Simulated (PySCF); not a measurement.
# C5H10 (1-pentene): the cost of one run

Programs: PySCF 2.14.0, with density-fitted response routines of our own. Each step states its level of theory. These are calculated values for one molecule in the gas phase, unless marked as measured. Atoms count from 0, in the outputs and in this text.

### Step 1. Starting geometry

15 atoms, charge 0, multiplicity 1; geometry from: MMFF94s.

Bonds of the start (Å): C0–C1 1.34, C1–C2 1.50, C2–C3 1.53, C3–C4 1.52, C0–H5 1.09, C0–H6 1.09, C1–H7 1.09, C2–H8 1.10, C2–H9 1.10, C3–H10 1.10, C3–H11 1.10, C4–H12 1.09, C4–H13 1.09, C4–H14 1.09.

### Step 2. Relaxing the molecule at PBE0-D3(BJ)/def2-SVP

Job settings and geometry (Å):

```
{"job": {"xc": "PBE0", "basis": "def2-SVP", "d3": "d3bj", "grid": 1, "kind": "geom"}, "charge": 0, "multiplicity": 1}
C      2.463685     0.915692     0.298403
C      1.622261    -0.057244    -0.073119
C      0.266839    -0.276103     0.535298
C     -0.841473    -0.114599    -0.505357
C     -2.214861    -0.348695     0.104443
H      2.207103     1.626203     1.077996
H      3.434581     1.021095    -0.175974
H      1.927701    -0.747770    -0.856868
H      0.098048     0.420735     1.365470
H      0.235665    -1.287507     0.957951
H     -0.807885     0.893369    -0.936564
H     -0.690812    -0.822258    -1.329741
H     -2.413943     0.366337     0.909076
H     -2.992646    -0.229079    -0.656263
H     -2.294263    -1.360176     0.515457
```

Launch:

```sh
OMP_NUM_THREADS=1 python probes_run.py task.json out
```

One launch serves the whole session: the jobs run in the order shown.

Q: Estimate the wall time and peak memory of this first job on 1 thread of Arm Neoverse V1, shared host.

About 23 s, with a peak of 0.5 GiB.
